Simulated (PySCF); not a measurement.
Compound: oxalyl dichloride, C₂Cl₂O₂.
SMILES with atom numbers: `[O:1]=[C:2]([Cl:3])[C:4](=[O:5])[Cl:6]`

Computed with PySCF at wB97X-D/pcSseg-2, non-relativistic, on one gas-phase PBE0-D3(BJ)/def2-TZVP geometry that isn't relaxed in the solvent. The solvent is an IEF-PCM continuum (van der Waals radii × 1.2). Specific hydrogen bonds and non-electrostatic terms are outside this model.

Gas phase at wB97X-D/pcSseg-2: HOMO -10.82 eV, LUMO -1.67 eV, dipole 0.17 D.

Problem. What does the continuum do to the energy, the frontier levels and the dipole at wB97X-D/pcSseg-2 in chloroform?

Solution. 
```csv
solvent,ε,E(solvent) − E(gas) (kJ/mol),polarisation term (kJ/mol),distortion of the solute (kJ/mol),HOMO (eV),LUMO (eV),dipole (D)
chloroform,4.711,-10.22,-10.93,0.71,-10.73,-1.52,0.21
```

Polarisation term: ½ Σ q·V over the induced surface charges. Distortion: the rise of the solute's own energy as its density leaves the gas-phase optimum.

Conformer computed: `[O:1]=[C:2]([Cl:3])[C:4](=[O:5])[Cl:6]`: O1–C2–C4–O5 169°.

wB97X-D is run here without its empirical dispersion term; that term would change no orbital, density or response property at a fixed geometry.
